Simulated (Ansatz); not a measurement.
doublet Si₂(-): levels of theory in one basis

```yaml
atoms:
  - { symbol: Si, position_ang: [0.0000, 0.0000, -1.1759] }
  - { symbol: Si, position_ang: [0.0000, 0.0000, 1.1759] }
```

Basis set: def2-SVP (spherical functions). Frozen core: 10 orbitals. Correlation on ROHF uses semicanonical orbitals with singles. Charge -1, multiplicity 2.

Computed with Ansatz (development build ahead of 0.2.0); each method stands on the lowest determinant of its kind that the runs found.

```json
{"method": "ROHF", "E − E(ROHF) (eV)": "0.00", "<S²> of the determinant": "0.75"}
{"method": "UHF", "E − E(ROHF) (eV)": "-0.45", "<S²> of the determinant": "2.21"}
{"method": "ROHF-MP2", "E − E(ROHF) (eV)": "-4.49", "<S²> of the determinant": "–"}
{"method": "UHF-MP2", "E − E(ROHF) (eV)": "-3.70", "<S²> of the determinant": "2.21"}
```

(1) What does ROHF-CCSD(T) give on the same scale?

(2) Is a single determinant a sound starting point here?

Answers

(1) -5.49 eV.

(2) It is doubtful. Unrestricted orbitals lower Hartree–Fock by 0.45 eV and <S²> is 2.21 where a pure state has 0.75, a sign of strong static correlation.

Caution: no diffuse functions for an anion. Caution for UHF, UHF-MP2: the unrestricted determinant is a mixture of spin states; the determinant may break the point group.
